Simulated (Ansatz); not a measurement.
C₂F₃N (`N#CC(F)(F)F`). Charge 0, multiplicity 1.

```csv
atom,x (Å),y (Å),z (Å)
N1,2.1044,-0.5016,0.1832
C2,0.9935,-0.2368,0.0865
C3,-0.4425,0.1055,-0.0385
F4,-1.1308,-0.4433,0.9533
F5,-0.9206,-0.3448,-1.1906
F6,-0.6040,1.4210,0.0061
```

(1) What are the harmonic wavenumbers in cm⁻¹ at PBE0-D4/def2-TZVP (Ansatz, finite differences of forces, unscaled)? (An estimate is asked.)

(2) Is this a minimum?

(3) Give the ideal-gas thermochemistry at 298.15 K and 1 bar (rigid rotor, harmonic oscillator; point group C3v, symmetry number 3).

Results:

(1) The calculation gave: 197, 197, 472, 472, 526, 637, 637, 826, 1232, 1232, 1250, 2412.

(2) Yes, all 12 modes are real.

(3) Zero-point energy 60.4 kJ/mol; H(298) − E = 76.1 kJ/mol; entropy 297.6 J/(mol·K), of which translation 165.7, rotation 100.7, vibration 31.2; G(298) − E = -12.6 kJ/mol.
